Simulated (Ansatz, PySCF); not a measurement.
## How the cohesive energy of zinc-blende AlAs moves with the method

Problem. Put these levels in order of the cohesive energy that they give for zinc-blende AlAs, smallest first: Hartree–Fock (PySCF), LDA (Ansatz, an electronic-structure program), MP2 (PySCF), PBE (PySCF), PBE-D4 (Ansatz).

Solution. Hartree–Fock (2.34 eV/atom), PBE (3.60 eV/atom), PBE-D4 (4.02 eV/atom), MP2 (4.19 eV/atom), LDA (4.47 eV/atom)

Unless a cell is named, each level is at its own relaxed cell (LDA 22.30, PBE 23.59, PBE-D4 22.71, Hartree–Fock 23.37, MP2 22.19 Å³/atom).

A ± on a computed value is a rough bar: the spread of its extrapolation, a floor set from checks against published values, or a statistical error. Each level is taken at its own relaxed cell. Ansatz's density-functional and Hartree–Fock values are scalar-relativistic unless marked +SOC, with PAW data made under PBE.
